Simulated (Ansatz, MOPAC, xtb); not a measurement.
Barrier height from HO + Cl to the transition structure ClHO, without zero-point energy, on the benchmark's geometries as Psi4's copy of the set gives them.
Transition structure (charge 0, multiplicity 3, Z-matrix in Å and degrees):
```
O
H 1 1.2004
Cl 2 1.4706 1 136.51
```
Reactant (charge 0, multiplicity 2):
```xyz
2

O      0.00000     0.00000     0.00000
H      0.96890     0.00000     0.00000
```

```json
[
 {"level": "AM1", "barrier height (eV)": "1.013", "cost": "-"},
 {"level": "GFN2-xTB", "barrier height (eV)": "0.482", "cost": "-"},
 {"level": "HF/cc-pVDZ", "barrier height (eV)": "0.938", "cost": "-"},
 {"level": "PBE/def2-TZVPPD", "barrier height (eV)": "-0.300", "cost": "×1"},
 {"level": "BLYP/def2-TZVPPD", "barrier height (eV)": "-0.147", "cost": "×1"},
 {"level": "r2SCAN/def2-TZVPPD", "barrier height (eV)": "-0.064", "cost": "×2"},
 {"level": "B3LYP/def2-TZVPPD", "barrier height (eV)": "0.186", "cost": "×0.7"},
 {"level": "PBE0/def2-TZVPPD", "barrier height (eV)": "0.139", "cost": "×0.6"},
 {"level": "BHLYP/def2-TZVPPD", "barrier height (eV)": "0.545", "cost": "×0.7"},
 {"level": "wB97X-V/def2-TZVPPD", "barrier height (eV)": "0.347", "cost": "×1"},
 {"level": "wB97M-V/def2-TZVPPD", "barrier height (eV)": "0.334", "cost": "×1"},
 {"level": "MP2/aug-cc-pV(D+d)Z", "barrier height (eV)": "0.647", "cost": "-"},
 {"level": "MP2/aug-cc-pV(T+d)Z", "barrier height (eV)": "0.641", "cost": "-"},
 {"level": "MP2/aug-cc-pV(Q+d)Z", "barrier height (eV)": "0.639", "cost": "-"},
 {"level": "SCS-MP2/aug-cc-pV(Q+d)Z", "barrier height (eV)": "0.814", "cost": "-"},
 {"level": "CCSD/aug-cc-pV(T+d)Z", "barrier height (eV)": "0.596", "cost": "-"},
 {"level": "CCSD/aug-cc-pV(Q+d)Z", "barrier height (eV)": "0.602", "cost": "-"},
 {"level": "CCSD(T)/aug-cc-pV(T+d)Z", "barrier height (eV)": "0.444", "cost": "×4"},
 {"level": "CCSD(T)/aug-cc-pV(Q+d)Z", "barrier height (eV)": "0.446", "cost": "×100*"},
 {"level": "CCSD(T)/CBS(aug-cc-pV(T+d)Z, aug-cc-pV(Q+d)Z)", "barrier height (eV)": "0.441", "cost": "×100*"}
]
```

The rows run from -0.300 (PBE/def2-TZVPPD) to 1.013 eV (AM1). In aug-cc-pV(Q+d)Z the value moves MP2 0.639, CCSD 0.602, CCSD(T) 0.446, a shift of -0.193 from MP2 to CCSD(T). From aug-cc-pV(T+d)Z to aug-cc-pV(Q+d)Z CCSD(T) changes by 0.001. The 8 functionals in def2-TZVPPD without D3 or D4 span 0.845, from PBE to BHLYP.

Open shells are unrestricted; no spin–orbit coupling.

Frozen-core correlation. CBS(a, b) extrapolates the correlation energy as X⁻³ and adds the Hartree–Fock energy of set b. The state that AM1 reach isn't checked.

Programs: Ansatz (an electronic-structure program) with Gaussian orbitals; MOPAC for AM1 (differences of heats of formation); xtb for the GFN methods. Values without a source in brackets are computed. The GFN methods have no spin term and hold the electronic entropy of 300 K.

Costs are rough ratios of core time to PBE/def2-TZVPPD (about 8 s over the structures, on one shared machine); a dash marks a level with no comparable run of its own. A star marks coupled-cluster runs past 200 virtual orbitals, where the program's memory plan changes under this machine's limit, so their costs aren't comparable with smaller runs.

The set's own value is 10.4 kcal/mol (Zhao et al., J. Phys. Chem. A 109, 2012 (2005), HTBH38), an estimate for the real system, whose open-shell reactant is lowered by spin–orbit coupling.
